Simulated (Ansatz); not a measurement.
**A relaxation, step by step**

CH$_{7}$O (SMILES [OH3+].C) (charge +1), singlet, PBE0-D4/def2-TZVP (Ansatz 0.2.0). Settings:

```yaml
hamiltonian: {xc: pbe0, dispersion: d4}
relax: {f_tol: 0.005, max_steps: 200}
```

Start (the SMILES describes the start alone):

```xyz
9
angstrom
O 0.2555 0.0578 -1.5808
H -0.3301 0.7255 -2.0133
H 0.1308 -0.8309 -1.9934
H 0.1380 0.0381 -0.5426
C -0.0412 -0.0005 1.1779
H -1.0682 -0.2743 0.8606
H 0.2568 1.0289 0.8814
H 0.7208 -0.7682 0.9239
H -0.0627 0.0236 2.2863
```

```tsv
step	energy less the last (meV)	largest force component (eV/Å)
1	42.9	0.669
2	12.2	0.439
3	4.4	0.087
4	3.3	0.030
5	2.7	0.077
6	1.0	0.009
7 (rejected trial)	28.2	0.884
8	0.3	0.007
9 (rejected trial)	0.5	0.112
10	0.3	0.040
11	0.0	0.021
12	0.0	0.011
13	0.0	0.002
```

Step 3, positions (Å) and forces (eV/Å):

```csv
atom,x,y,z,Fx,Fy,Fz
O1,0.251,0.057,-1.598,-0.043,-0.012,0.080
H2,-0.318,0.721,-2.027,-0.002,0.050,-0.011
H3,0.134,-0.821,-2.002,0.026,-0.045,-0.008
H4,0.152,0.045,-0.584,0.029,0.011,-0.087
C5,-0.047,-0.003,1.199,-0.019,-0.011,0.054
H6,-1.061,-0.275,0.898,-0.030,-0.010,-0.023
H7,0.239,1.008,0.890,0.007,0.037,-0.023
H8,0.698,-0.762,0.936,0.021,-0.028,-0.026
H9,-0.049,0.029,2.288,0.011,0.008,0.043
```

Step 8, positions (Å) and forces (eV/Å):

| atom | x | y | z | Fx | Fy | Fz |
| --- | --- | --- | --- | --- | --- | --- |
| O1 | 0.282 | 0.061 | -1.605 | -0.007 | -0.001 | -0.006 |
| H2 | -0.281 | 0.732 | -2.031 | 0.003 | 0.005 | 0.001 |
| H3 | 0.166 | -0.819 | -2.008 | 0.005 | -0.003 | 0.002 |
| H4 | 0.203 | 0.053 | -0.591 | 0.003 | -0.001 | 0.002 |
| C5 | -0.085 | -0.009 | 1.209 | -0.003 | 0.000 | -0.001 |
| H6 | -1.124 | -0.287 | 1.030 | 0.001 | 0.000 | 0.004 |
| H7 | 0.148 | 0.999 | 0.841 | -0.002 | -0.003 | -0.001 |
| H8 | 0.618 | -0.782 | 0.870 | -0.003 | 0.002 | -0.001 |
| H9 | 0.072 | 0.051 | 2.287 | 0.003 | 0.000 | 0.000 |

Step 10, positions (Å) and forces (eV/Å):

```
atom       x       y       z      Fx      Fy      Fz
  O1   0.285   0.061  -1.606   0.040   0.002   0.029
  H2  -0.269   0.739  -2.033  -0.006  -0.034  -0.008
  H3   0.179  -0.819  -2.011  -0.022   0.028  -0.015
  H4   0.209   0.053  -0.591  -0.012   0.002  -0.008
  C5  -0.093  -0.011   1.211   0.001  -0.004  -0.001
  H6  -1.136  -0.290   1.065   0.000   0.002   0.001
  H7   0.125   0.996   0.829  -0.003   0.007  -0.002
  H8   0.597  -0.787   0.855   0.003  -0.007  -0.006
  H9   0.103   0.058   2.281   0.001   0.002   0.011
```

Last step (13):

```json
{"atom": "O1", "x (Å)": "0.2945", "y (Å)": "0.0618", "z (Å)": "-1.6061"}
{"atom": "H2", "x (Å)": "-0.2629", "y (Å)": "0.7374", "z (Å)": "-2.0330"}
{"atom": "H3", "x (Å)": "0.1819", "y (Å)": "-0.8152", "z (Å)": "-2.0155"}
{"atom": "H4", "x (Å)": "0.2095", "y (Å)": "0.0490", "z (Å)": "-0.5920"}
{"atom": "C5", "x (Å)": "-0.0971", "y (Å)": "-0.0103", "z (Å)": "1.2131"}
{"atom": "H6", "x (Å)": "-1.1419", "y (Å)": "-0.2901", "z (Å)": "1.0833"}
{"atom": "H7", "x (Å)": "0.1114", "y (Å)": "0.9958", "z (Å)": "0.8244"}
{"atom": "H8", "x (Å)": "0.5863", "y (Å)": "-0.7882", "z (Å)": "0.8460"}
{"atom": "H9", "x (Å)": "0.1182", "y (Å)": "0.0599", "z (Å)": "2.2797"}
```

Hardware: 2 CPU threads of an Intel Xeon 6975P-C, shared host. Wall time about 8 s.
